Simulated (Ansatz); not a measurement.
```yaml
crystal:
  periodic: [false, false, false]
  atoms:
    - {symbol: B, position_ang: [-0.789559, -0.173660, 0.004409]}
    - {symbol: Be, position_ang: [1.019587, 0.224254, -0.005694]}
    - {symbol: H, position_ang: [-1.675119, 0.612788, 0.012493]}
    - {symbol: H, position_ang: [-1.263450, -1.259114, 0.003918]}
    - {symbol: H, position_ang: [2.290928, 0.503880, -0.012794]}
basis:
  gaussian: {orbitals: def2-TZVP}
hamiltonian: {xc: pbe0}
relax: {f_tol: 0.004, max_steps: 80}
```

```sh
$ ansatz run in.yaml --threads 1 --pin off --events-out ev --progress --plain --max-ram 2176MiB
```

Steps of the relaxation (energy above the last step; positions in Å, forces in eV/Å):

```
5
step 1, 35.1 meV
B    -0.790   -0.174    0.004   -0.042   -0.009    0.000
Be    1.020    0.224   -0.006   -0.428   -0.094    0.002
H    -1.675    0.613    0.012   -0.182    0.499    0.003
H    -1.263   -1.259    0.004    0.045   -0.530   -0.002
H     2.291    0.504   -0.013    0.607    0.133   -0.003
```

```
5
step 2, 1.8 meV
B    -0.812   -0.179    0.005   -0.031   -0.007    0.000
Be    1.009    0.222   -0.006   -0.096   -0.021    0.001
H    -1.675    0.653    0.013   -0.042    0.065    0.000
H    -1.247   -1.296    0.004   -0.011   -0.077    0.000
H     2.307    0.507   -0.013    0.180    0.040   -0.001
```

```
5
step 3, 0.0 meV
B    -0.819   -0.180    0.005    0.015    0.003    0.000
Be    1.012    0.223   -0.006   -0.016   -0.003    0.000
H    -1.681    0.657    0.013   -0.001    0.004    0.000
H    -1.250   -1.302    0.004    0.001   -0.004    0.000
H     2.321    0.511   -0.013    0.001    0.000    0.000
```

```
5
step 4, 0.0 meV
B    -0.819   -0.180    0.005    0.001    0.000    0.000
Be    1.011    0.222   -0.006    0.002    0.000    0.000
H    -1.681    0.658    0.013   -0.001    0.000    0.000
H    -1.250   -1.302    0.004   -0.001    0.000    0.000
H     2.321    0.510   -0.013   -0.001    0.000    0.000
```

Close pairs at the end: B1–H3 1.202 Å, B1–H4 1.202 Å, Be2–H5 1.341 Å, B1–Be2 1.873 Å.

A stationary point of restricted PBE0 after 4 steps (its stability towards spin polarisation wasn't tested); no frequencies were run, so it isn't proven a minimum. 2.1 s on 1 thread of Intel Xeon 6975P-C, shared host.
